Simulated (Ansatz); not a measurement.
**BClHS radical (SMILES S[B]Cl): a rigid scan of the bond length S1–B2**

An exercise on one series of results from a longer session: the logs are not shown, and one member is left open.

Computed with Ansatz 0.2.0, Gaussian basis. Level: single points in def2-TZVPP.

Levels: PBE-D4, r2SCAN-D4, PBE0-D4, B3LYP-D4, wB97M-V, Hartree-Fock, MP2, CCSD, CCSD(T). The scan takes 1.554, 1.616, 1.706, 1.811, 1.927, 2.053, 2.186, 2.326 Å.

Correlated methods freeze the cores. Orbitals are unrestricted. B3LYP uses VWN-RPA correlation.

28 further runs of the same task are left out: 28 set aside as unsound or not needed.

### The system as given

SMILES `S[B]Cl`, 4 atoms, charge 0, spin multiplicity 2.

Atoms are counted from 1 here; the program's logs count them from 0.

Bond lengths: S1–B2 1.942 Å, S1–H4 1.464 Å, B2–Cl3 1.863 Å. Angles: B2–S1–H4 91.0°, S1–B2–Cl3 121.5°.

Geometry (Å):

```
S     0.7076   -1.0733    0.3769
B    -0.4237   -0.0237   -0.8020
Cl   -1.8495    0.9791   -0.1455
H     1.6211    0.0576    0.5503
```

Set-up of the first run:

Input file pre/in.yaml:

```yaml
crystal:
  periodic: [false, false, false]
  atoms:
    - {symbol: S, position_ang: [0.707600, -1.073300, 0.376900]}
    - {symbol: B, position_ang: [-0.423700, -0.023700, -0.802000]}
    - {symbol: Cl, position_ang: [-1.849500, 0.979100, -0.145500]}
    - {symbol: H, position_ang: [1.621100, 0.057600, 0.550300]}
basis:
  gaussian: {orbitals: def2-SVP}
magnetization: {spin_polarized: true, initial_magnetization: 1}
hamiltonian: {xc: pbe, dispersion: d4}
relax: {f_tol: 0.03, max_steps: 250}
```

No record of the launch command was kept for these runs.

Steps of the session up to this table: A first relaxation in a small basis; Finding the minimum; The minimum at every level; S1–B2 = 1.554 Å; S1–B2 = 1.616 Å; S1–B2 = 1.706 Å; S1–B2 = 1.811 Å; S1–B2 = 1.927 Å; S1–B2 = 2.053 Å; S1–B2 = 2.186 Å; S1–B2 = 2.326 Å.

One of the session's tables, all rows but one given; the rest of the session is left out.

It belongs to the step «The curves». Energies less that of the minimum at the same level (meV):

| bond length (Å) | PBE-D4 | PBE0-D4 | B3LYP-D4 | wB97M-V | Hartree-Fock |
| --- | --- | --- | --- | --- | --- |
| 1.554 | 764 | 732 | 753 | 732 | 865 |
| 1.616 | 354 | 328 | 346 | 329 | 411 |
| 1.706 | 57 | 45 | 54 | 46 | 72 |
| 1.766 (minimum) | 0 | 0 | 0 | 0 | 0 |
| 1.811 | 11 | 21 | 13 | 20 | 6 |
| 1.927 | ? | ? | ? | ? | ? |
| 2.053 | 515 | 590 | 528 | 578 | 547 |
| 2.186 | 927 | 1041 | 943 | 1023 | 1007 |
| 2.326 | 1366 | 1519 | 1379 | 1493 | 1483 |

Estimate the missing values for bond length (Å) = 1.927.

Worked estimate for «PBE-D4». A straight line through the neighbours (1.811, 11) and (2.053, 515) gives 11 + (515 − 11) × (1.927 − 1.811) / (2.053 − 1.811) = 253; a parabola fitted to 4 rows on both sides gives 190.

The run gave: PBE-D4: 186; PBE0-D4: 225; B3LYP-D4: 194; wB97M-V: 219; Hartree-Fock: 186. In «PBE-D4» the line misses by +67 and the parabola by +4.
